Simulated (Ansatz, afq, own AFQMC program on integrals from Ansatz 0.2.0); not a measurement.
Two steps: Ansatz 0.2.0 writes the Fock matrix and Cholesky factors of the valence space, and afq projects on them the lowest state that overlaps trial and start.

```yaml
crystal:
  periodic: [false, false, false]
  atoms:
    - {symbol: C, position_ang: [-0.782728, 1.099894, -0.711409]}
    - {symbol: S, position_ang: [0.845345, 0.630672, -0.473561]}
    - {symbol: C, position_ang: [0.656159, -0.883973, 0.486525]}
    - {symbol: H, position_ang: [-1.584590, 0.690788, -0.093068]}
    - {symbol: H, position_ang: [-0.951949, 1.990246, -1.318225]}
    - {symbol: H, position_ang: [0.131475, -0.685001, 1.432737]}
    - {symbol: H, position_ang: [1.666258, -1.252963, 0.710151]}
    - {symbol: H, position_ang: [0.112031, -1.646762, -0.088850]}
basis:
  gaussian: {orbitals: def2-TZVP}
magnetization: {spin_polarized: true, initial_magnetization: 1}
correlation: {method: ccsd_t, electrons: outside_noble_gas, hamiltonian_folder: ham}
```

```sh
$ ansatz run in.yaml --threads 1 --pin off --events-out ev --progress --plain --max-ram 16896MiB --backend cuda --devices 0, --max-vram 18GiB
```

Options of the walk:

```
--method phaseless --trial hf --walkers 800 --populations 10 --least-time 40 --time-step 0.005 --steps-per-block 20 --equilibration-blocks 112 --max-blocks 4000 --target-error 0.0013 --factor-cut 1e-05 --start spin_pure --seed 8257 --taylor-order 6
```

Times are imaginary, in 1/Eh. The walk had a cap of 149 s. With eight or more populations the least sampling time is a fifth of least-time, and the error comes from their spread.

Output of the walk:

```
orbitals 122  electrons 10 9  factors 865 of 866
reference energy -476.17077781 Eh
CCSD correlation -0.53366064 Eh in 12 cycles, weight of the determinant in the CISD state 0.8106
energy of the start -476.171315 Eh
 block  time / (1/Eh)  mean weight  energy / Eh
     1     0.100  1.0027  -476.312284
     2     0.200  1.0040  -476.410206
     3     0.300  1.0048  -476.481307
     4     0.400  1.0028  -476.539413
     5     0.500  1.0014  -476.575848
     8     0.800  1.0007  -476.631591
    19     1.900  0.9992  -476.723001
    46     4.600  0.9991  -476.722389
    73     7.300  0.9986  -476.728371
   100    10.000  1.0008  -476.721403
   109    10.900  1.0010  -476.704363
   127    12.700  0.9996  -476.731047
   154    15.400  1.0001  -476.741245
   172    17.200  1.0000  -476.749222
   181    18.100  0.9995  -476.727183
   208    20.800  0.9999  -476.729409
   235    23.500  0.9990  -476.718846
   262    26.200  0.9996  -476.730127
   289    28.900  0.9998  -476.708842
   316    31.600  1.0007  -476.729173
   343    34.300  0.9999  -476.747370
   370    37.000  1.0004  -476.732559
   388    38.800  1.0006  -476.734536
error from the spread of 10 populations
energy -476.730898 +/- 0.001297 Eh
(rows thinned)
```

The run passed its tests (sampling time, drift between the halves within three errors, error under three times the target), which doesn't prove that it has relaxed. The second half of the sampling lies above the first by 2.6 errors of their difference, so the energy may still be moving and its error bar be too small.

Against this walk (error 35.3 meV) on the same determinant: CCSD(T) 113.5 meV higher, a separate phaseless walk with a CISD trial and standard settings 52.4 ± 36.6 meV higher (within the noise). The error is statistical and leaves out the bias of the constraint. None of these is a sure reference here.

Cautions: constraint bias not in the error.

The walk took 96 s on 1 × NVIDIA H100 80GB HBM3 with 2 threads of AMD EPYC 7R13 Processor (Zen 3) (shared host) (the card was shared). The log's last line is the phaseless energy.
